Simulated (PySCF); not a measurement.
Process, species as SMILES: OC (CH3-OH) + [H][H] (H2) → C (CH4) + O (H2O)
B3LYP-D3(BJ)/def2-TZVP geometries, fixed; electronic energies without zero-point terms.
Largest species:
```
C
H 1 1.0891
H 1 1.0957 2 108.34
H 1 1.0957 2 108.34 3 -117.92
O 1 1.4207 2 106.80 3 121.04
H 5 0.9621 1 108.72 2 -180.00
```

Basis-set convergence of the energy of full hydrogenation at PBE with PySCF. All functions are spherical. Density fitting with generated auxiliary sets. No added dispersion term, no relativity. Functions are those of the species that has most. Reference: the value in pcseg-3, -29.62 kcal/mol, itself unsure by roughly 0.52 kcal/mol (its mean distance from def2-QZVPP, cc-pVQZ). Deviations are taken from unrounded values.

```json
[
 {"basis": "cc-pVDZ", "functions": "48", "energy of full hydrogenation (kcal/mol)": "-24.66", "minus reference (kcal/mol)": "4.96"},
 {"basis": "6-311+G**", "functions": "68", "energy of full hydrogenation (kcal/mol)": "-29.59", "minus reference (kcal/mol)": "0.03"},
 {"basis": "def2-TZVP", "functions": "86", "energy of full hydrogenation (kcal/mol)": "-27.79", "minus reference (kcal/mol)": "1.83"},
 {"basis": "6-311++G(2d,2p)", "functions": "94", "energy of full hydrogenation (kcal/mol)": "-30.06", "minus reference (kcal/mol)": "-0.44"},
 {"basis": "def2-TZVPD", "functions": "113", "energy of full hydrogenation (kcal/mol)": "-28.92", "minus reference (kcal/mol)": "0.69"},
 {"basis": "def2-TZVPP", "functions": "118", "energy of full hydrogenation (kcal/mol)": "-29.00", "minus reference (kcal/mol)": "0.62"},
 {"basis": "def2-TZVPPD", "functions": "145", "energy of full hydrogenation (kcal/mol)": "-29.77", "minus reference (kcal/mol)": "-0.15"},
 {"basis": "aug-cc-pVTZ", "functions": "184", "energy of full hydrogenation (kcal/mol)": "-29.61", "minus reference (kcal/mol)": "0.01"},
 {"basis": "pcseg-3", "functions": "252", "energy of full hydrogenation (kcal/mol)": "-29.62", "minus reference (kcal/mol)": "0.00"}
]
```

The smallest set listed that lies within 4 kcal/mol of the reference with all its larger relatives (same family, alike in diffuse functions; a set with none counts only in the reference's own line) is 6-311+G** (68 functions, 0.03 kcal/mol off). Inside, with no larger relative to test it: aug-cc-pVTZ. (Relatives not listed, tested too: 6-311++G(3df,3pd) 0.23, def2-QZVP 0.21, def2-QZVPP 0.21 kcal/mol.)
